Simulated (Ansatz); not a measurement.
# C₂H₆S (singlet): wave-function methods side by side, 6-31G*

An exercise on one series of results from a longer session: the logs are not shown, and one member is left open.

Method: 6-31G*, core rule «outside noble gas», up to 7 orbitals frozen; program: Ansatz 0.2.0, Gaussian basis.

Plan: UHF; CCSD(T) on RHF; BCCD(T) on RHF; CISD; CCSDT(Q) on RHF; CASSCF and MRCISD+Q, 8 electrons in 8 orbitals; CASSCF and NEVPT2, 8 electrons in 8 orbitals.

18 further runs of the same task are left out: 1 that didn't finish, 17 set aside as unsound or not needed.

## The system

The geometry is an MP2(full)/6-31G* stationary point (not a proven minimum).

9 atoms, charge 0, spin multiplicity 1.

Atoms are counted from 1 here; the program's logs count them from 0.

Bond lengths: C1–S2 1.804 Å, C1–H4 1.091 Å, C1–H5 1.092 Å, C1–H6 1.092 Å, S2–C3 1.804 Å, C3–H7 1.091 Å, C3–H8 1.092 Å, C3–H9 1.092 Å. Angles: S2–C1–H4 107.7°, S2–C1–H5 111.3°, S2–C1–H6 111.3°, H4–C1–H5 108.6°, H4–C1–H6 108.6°, H5–C1–H6 109.4°, C1–S2–C3 98.5°, S2–C3–H7 107.7°, S2–C3–H8 111.3°, S2–C3–H9 111.3°, H7–C3–H8 108.6°, H7–C3–H9 108.6°, H8–C3–H9 109.4°.

The first run:

in.yaml

```yaml
crystal:
  periodic: [false, false, false]
  atoms:
    - {symbol: C, position_ang: [0.000000, 1.366668, -0.585502]}
    - {symbol: S, position_ang: [0.000000, 0.000000, 0.592484]}
    - {symbol: C, position_ang: [0.000000, -1.366668, -0.585502]}
    - {symbol: H, position_ang: [0.000000, 2.296687, -0.014505]}
    - {symbol: H, position_ang: [0.891644, 1.345680, -1.216385]}
    - {symbol: H, position_ang: [-0.891644, 1.345680, -1.216385]}
    - {symbol: H, position_ang: [0.000000, -2.296687, -0.014505]}
    - {symbol: H, position_ang: [-0.891644, -1.345680, -1.216385]}
    - {symbol: H, position_ang: [0.891644, -1.345680, -1.216385]}
basis:
  gaussian: {orbitals: "6-31G*"}
magnetization: {spin_polarized: true, initial_magnetization: 0}
hamiltonian: {xc: hf}
output: {orbitals: {seedname: orbitals}}
```

Command:

```bash
ansatz run in.yaml --threads 1 --pin off --events-out ev --progress --plain --max-ram 4096MiB --backend cpu
```

Steps of the session up to this table: UHF; CCSD(T) on RHF; BCCD(T) on RHF; CISD; CCSDT(Q) on RHF; CASSCF and MRCISD+Q, 8 electrons in 8 orbitals; CASSCF and NEVPT2, 8 electrons in 8 orbitals.

One table of the session follows, with a row left open; its other results are not shown here.

It belongs to the step «Misses and costs». 

```
           method  from RCCSDT(Q) (meV)
              RHF              +12066.8
             RMP2               +1556.9
             CISD               +1744.3
            RCCSD                +369.6
         RCCSD(T)                 +41.0
          BCCD(T)                 +39.2
           RCCSDT                 +15.6
        RCCSDT(Q)                     0
  CASSCF frontier                     ?
  NEVPT2 frontier               +1563.3
  MRCISD frontier               +1187.0
MRCISD+Q frontier                +183.1
```

Estimate the missing values for CASSCF frontier.

As computed: from RCCSDT(Q) (meV): +9752.3. In the column «from RCCSDT(Q) (meV)» it lies between CISD (+1744.3) and RHF (+12066.8).
